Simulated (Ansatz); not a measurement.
A calculation with Ansatz (development build ahead of 0.2.0).

```yaml
crystal:
  periodic: [false, false, false]
  atoms:
    - { symbol: C, position_ang: [-0.03401, -0.02037, -1.05211] }
    - { symbol: S, position_ang: [-0.03539, 0.00714, 0.55012] }
    - { symbol: H, position_ang: [-0.03202, -0.95705, -1.63975] }
    - { symbol: H, position_ang: [-0.00635, 0.88012, -1.61309] }
basis:
  gaussian: { orbitals: aug-cc-pVDZ }
hamiltonian:
  xc: hf
correlation:
  method: mp2
  frozen_orbitals: { C: 1, H: 0, S: 5 }
```

The input is written out in the form of the current development build from the run's settings.

The run gave:

| Item | Value |
| --- | --- |
| Converged | yes |
| Reference energy | -436.53328 hartree |
| Correlation energy | -0.27871 hartree |
| Total energy | -436.81199 hartree |
| Spin squared of the determinant | 0.000 |
